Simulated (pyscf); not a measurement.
A first-order saddle from PySCF, ωB97X-D3(BJ)/def2-SVP:

```xyz
14

Si     1.9926    -0.7940    -0.3551
As     0.3781     0.9648    -0.2254
Si    -0.9146    -0.3450     1.2139
H      1.4590    -1.8610    -1.2543
H      2.2580    -1.3945     0.9878
H      3.2791    -0.2882    -0.9165
H     -1.3252     1.6285    -0.8181
H     -2.2836     0.2419     1.3044
H     -0.2909    -0.3511     2.5692
H     -1.0048    -1.7544     0.7280
As    -0.8825     3.1032     1.3535
H     -1.6182     2.2644    -0.2417
H     -2.1292     3.8735     0.9151
H      0.0316     4.0506     0.5982
```

Surface: singlet, charge 0. Lowest wavenumbers (cm⁻¹): 1100i, 72, 82, 109, 112.

Problem. What reaction is this the transition state of?

Solution. H₃Si–AsH–SiH₃ (SMILES [SiH3][AsH][SiH3]) + AsH₃ (SMILES [AsH3]) ⇌ H₃Si–As(SiH₃)–AsH₂ (SMILES [SiH3][As]([SiH3])[AsH2]) + H₂ (SMILES [H][H]), a four-centre exchange read from left to right: As–H, As–H broken and As–As, H–H formed. At ωB97M-D3(BJ)/def2-TZVP it lies +2.75 eV from the left side and +2.89 eV from the right (each side as separated species at their lowest minima found). On the reactant side the descent ends in a complex (not fully relaxed), 0.18 eV under the separated species and 2.89 eV under the saddle at ωB97X-D3(BJ)/def2-TZVP. From the product side, H₃Si–As•–SiH₃ + AsH₂• + H₂ lies, by one bond made or cut, 0.72 eV under this saddle at ωB97M-D3(BJ)/def2-TZVP. One saddle was located; it need not be the lowest between these sides. One closed-shell reference is unstable to symmetry breaking; treat the single-reference values with care. Elements up to Kr have no core potential and no relativistic terms here.
